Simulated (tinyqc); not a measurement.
Worked calculation: Hueckel theory of the pi electrons, for the molecule C=C (SMILES; centres numbered as the heavy atoms are written). Computed by tinyqc, a small Python program that keeps every step. Settings: charge = 0. Command: `OMP_NUM_THREADS=1 python tinyqc.py 21526 21527 out.jsonl` (the two numbers bound the seeds that draw the settings). One thread of a shared host (Intel(R) Xeon(R) Processor @ 2.60GHz), about 0.01 s of CPU time with the checks.

## The Hueckel matrix

Centres:
```
centre  z_r, pi electrons of the neutral centre         h
1C                                            1  0.000000
2C                                            1  0.000000
```

Bonds:
```
i  j  k
1  2  1
```

H_rr = alpha + h_r beta, H_rs = k_rs beta for bonded centres.

Hueckel matrix in units of beta (H = alpha + beta A), order 1C, 2C:
$$\begin{pmatrix}
0.000000 & 1.000000 \\
1.000000 & 0.000000
\end{pmatrix}$$

## Orbitals

pi electrons, sum of z_r less the charge = 2

Diagonalise; E = alpha + x beta with beta < 0, so the largest x are filled first; degenerate levels share their electrons. P = sum n_i c_ri c_si; each orbital has its largest coefficient positive (the first on a tie).

x values: [1.000000, -1.000000]

occupations: [2.000000, 0.000000]

coefficients, order 1C, 2C:
$$\begin{pmatrix}
0.707107 & 0.707107 \\
0.707107 & -0.707107
\end{pmatrix}$$

charge and bond-order matrix P, order 1C, 2C:
$$\begin{pmatrix}
1.000000 & 1.000000 \\
1.000000 & 1.000000
\end{pmatrix}$$

## Energy, charges, bond orders

E = sum n x; q_r = z_r - P_rr; bond order p = P_rs; free valence = sqrt(3) - sum of p over the bonds of the atom.

pi energy = 2 alpha + this times beta = 2.000000

pi charges: 1C 0.000000, 2C 0.000000

Bond orders and lengths from R = 1.517 - 0.180 p (angstrom, C-C alone):
```
bond         p         R
1-2   1.000000  1.337000
```

free valence of the carbons: 1C 0.732051, 2C 0.732051

gap between the highest filled and the next level = 2.000000 |beta|
